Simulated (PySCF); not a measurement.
wavenumber (cm⁻¹), absorption (km/mol per cm⁻¹) and a bar:
```
        0      0.007 
       16      0.008 
       33      0.008 
       49      0.008 
       65      0.009 
       82      0.009 
       98      0.010 
      115      0.010 
      131      0.011 
      147      0.011 
      164      0.012 
      180      0.013 
      196      0.014 
      213      0.014 
      229      0.015 
      246      0.017 
      262      0.018 
      278      0.019 
      295      0.021 
      311      0.023 
      327      0.026 
      344      0.028 
      360      0.031 
      377      0.035 
      393      0.041 
      409      0.049 
      426      0.063 
      442      0.093 
      458      0.179 
      475      0.529 #
      491      0.390 #
      507      0.165 
      524      0.123 
      540      0.125 
      557      0.163 
      573      0.307 
      589      0.244 
      606      0.206 
      622      0.232 
      638      0.290 
      655      0.386 #
      671      0.547 #
      688      0.845 #
      704      1.478 ##
      720      3.187 ####
      737      9.881 #############
      753     22.664 ##############################
      769      7.010 #########
      786      2.759 ####
      802      1.942 ###
      819      3.305 ####
      835      3.040 ####
      851      1.057 #
      868      0.544 #
      884      0.348 
      900      0.248 
      917      0.188 
      933      0.149 
      950      0.121 
      966      0.101
```

This is the computed harmonic infrared spectrum of doublet SF₅, Lorentzian lines of 24 cm⁻¹ full width. These are results of UPBE in PySCF with S def2-TZVP, F def2-TZVP; no relativity; density-fitted integrals, not measurements.

Task: Which bands make it up, and how are they assigned?

Result: In C4v symmetry, counting bands above 1 % of the strongest: 481 cm⁻¹ (a1, bend, 22 km/mol); 751 cm⁻¹ (e, mixed, 881 km/mol); 827 cm⁻¹ (a1, mixed, 143 km/mol).

Only a few start shapes were tried, so a lower isomer may exist.
